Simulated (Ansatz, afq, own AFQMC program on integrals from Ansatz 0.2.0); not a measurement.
**Where AFQMC and coupled cluster stand for CH2N, doublet**

```xyz
4

N     0.0000    0.0000    0.5481
C     0.0000    0.0000   -0.8171
H     0.0000    0.8633    1.0602
H     0.0000   -0.8633    1.0602
```

Connectivity, by distances: NH2–C.

Basis cc-pVQZ. Noble-gas cores (and the filled d shells of Ga–Kr and In–Xe) are frozen. Integrals, coupled cluster, full CI and functionals: Ansatz 0.2.0; the random walks run on the same integrals in our own AFQMC program. The CISD trial takes its coefficients from CCSD amplitudes. Released means that phaseless walkers are propagated on without the constraint, phases kept. ± is one standard error of the sampling.

Determinant: UHF, the one that the program's search chose, which needn't be the lowest solution. The geometry is a PBE0/def2-TZVP stationary point of this or a neighbouring charge and spin state.

No full CI on the walks' own integrals is used here. The released AFQMC energy serves as the reference, which it does only where one determinant dominates, the energy is flat over the last release times and near the phaseless one (40 meV or 2 meV an electron, half that with transition metals). On small molecules, where full CI could be run and the noise was under 10 meV, such values lay within 10 meV of it in 19 cases of 20, a flattering rate, since the rule was set on those same cases; what remains of the bias isn't in the error bar.

Cautions: the released value is read at 2.40 1/Eh with a noise of 13 meV, more than in the cases checked (meV from the phaseless value at times in 1/Eh: -1 ± 8 at 0.24, -10 ± 7 at 0.51, -23 ± 7 at 0.99, -16 ± 10 at 1.62, -21 ± 13 at 2.40).

- T1 diagnostic: 0.0195
- weight of the determinant in the CISD state: 0.881
- ⟨S²⟩ of the determinant: 0.768
- size of the correlated space: 11 electrons in 168 orbitals

```
  level  correlation energy (eV)
    MP2                  -9.3593
   CCSD                  -9.8644
CCSD(T)                 -10.3040
```

(1) Estimate where AFQMC with the constraint released lies against CCSD(T) on the same integrals.

(1) 4.3 ± 1.2 kJ/mol below CCSD(T).

Reference: AFQMC with the constraint released, correlation energy -10.349 ± 0.013 eV.

```csv
level,E − E(reference) (kJ/mol),share of correlation (%)
CCSD(T),4.3 ± 1.2,99.57
ph-AFQMC/CISD,2.1 ± 1.4,99.79
```

A walk keeps the symmetry of its determinant, which the program's search chose and which needn't be the lowest solution, so a lower state of the same spin and another symmetry isn't excluded. Released energies are given only where the last usable release times agree within the noise; a slower fall can still hide under it.
